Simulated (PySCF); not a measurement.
**Choosing a basis for TDDFT**

C4H7F.
SMILES: `C/C=C(\C)F`

TDDFT with PBE0 (PySCF), vertical singlets, core orbitals frozen in the response, spherical d and f functions. Geometry: PBE0-D3(BJ)/def2-SVP; no solvent, vibrations or thermal averaging.

**Question.** How do the low singlets change with the basis? Take 6-31G*, 6-31+G*, def2-SVP, def2-SVPD, aug-cc-pVDZ, def2-TZVP and def2-TZVPD.

**Answer.** 

```tsv
basis	functions	diffuse	S1 (eV)	S2 (eV)	S3 (eV)	S4 (eV)	S5 (eV)	LUMO (eV)	α (au)
6-31G*	84	no	7.59	8.17	8.23	8.92	9.34	1.21	43.3
6-31+G*	104	yes	6.14	6.72	6.87	7.11	7.40	0.45	48.7
def2-SVP	105	no	7.45	7.48	7.87	8.49	8.85	0.93	44.8
def2-SVPD	159	yes	6.46	7.16	7.21	7.43	7.92	0.65	52.3
aug-cc-pVDZ	178	yes	5.73	6.31	6.46	6.61	7.00	-0.07	53.4
def2-TZVP	197	no	6.89	7.25	7.51	7.94	8.67	0.75	50.6
def2-TZVPD	251	yes	6.04	6.72	6.87	7.05	7.50	0.33	53.3
```

States are compared by their number. Against the largest diffuse basis here (def2-TZVPD, itself not a converged limit), sets without diffuse functions differ by up to 1.55 eV in S1 and 1.84 eV in S5; the smaller diffuse sets differ by up to 0.42 and 0.50 eV. State by state, the largest deviation of a set without diffuse functions is S1 1.55, S2 1.45, S3 1.36, S4 1.87, S5 1.84 eV. The same number needn't mean the same state in each row. Against def2-TZVPD the polarisability deviates by -19% in 6-31G*, -9% in 6-31+G*, -16% in def2-SVP, -2% in def2-SVPD, 0% in aug-cc-pVDZ, -5% in def2-TZVP. A single + in a Pople set puts diffuse functions on heavy atoms only.
